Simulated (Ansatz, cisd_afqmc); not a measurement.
System: HF, charge 1, doublet. HF+ (parent SMILES F, doublet).
B3LYP-D3(BJ)/def2-TZVP minimum from Ansatz (a program for electronic structure):
```
F
H 1 1.0165
```
Charge +1, spin multiplicity 2.

Total energies in aug-cc-pVDZ, 7 correlated electrons, 1 frozen orbitals. Radicals and triplets start from unrestricted determinants; spin-orbit coupling is neglected. Correlated methods leave the cores frozen. No relativity. AFQMC is phaseless with a CISD trial state; ± is one standard error, without the phaseless bias. Outlying blocks are dropped, and bars are widened where a walk drifts. Over all cases where full CI ran beside it in this data, AFQMC minus full CI had a median of +0.1 mEh and passed +0.4 mEh in a tenth of the cases. Full CI freezes restricted core orbitals and the other rows unrestricted ones, which leaves a small offset even where coupled cluster is exact.

```csv
method,program,energy (Eh),error against FCI (mEh)
HF,Ansatz,-99.50589,174.18
MP2,Ansatz,-99.66352,16.54
CCSD,Ansatz,-99.67725,2.81
CCSD(T),Ansatz,-99.67977,0.29
CCSDT(Q),Ansatz,-99.68011,-0.04
CCSDTQ,Ansatz,-99.68011,-0.04
AFQMC/CISD,cisd_afqmc,-99.6799 ± 0.0001,0.1 ± 0.1
FCI,Ansatz,-99.68007,0.00
```

Rough core times of Ansatz's runs on a shared machine: CCSD(T) under 20 s, CCSDT(Q) under 20 s, CCSDTQ 80 s, FCI 4 min.
